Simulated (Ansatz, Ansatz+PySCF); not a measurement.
```xyz
8

B     0.0069    0.0010   -0.9084
N     0.0040    0.0045    0.7275
H     0.0094   -1.1785   -1.2389
H    -1.0211    0.5900   -1.2517
H     1.0262    0.5832   -1.2358
H    -0.0033    0.9484    1.0798
H    -0.8286   -0.4726    1.0804
H     0.8307   -0.4719    1.0950
```

RHF on singlet BNH6 was run in several spherical basis sets with Ansatz (development build ahead of 0.2.0).

(1) Rank the basis sets by the total energy that they give, lowest first, with the distance from the lowest.
A. STO-3G
B. cc-pVTZ
C. 6-31G(d)
D. def2-TZVP
E. def2-SVP
F. cc-pVDZ

## Answers

(1) B (0.00 eV), D (0.02 eV), F (0.78 eV), C (1.17 eV), E (2.52 eV), A (28.87 eV).

Totals follow the description of the cores as much as that of the bonds, so this order isn't one of quality for chemistry.
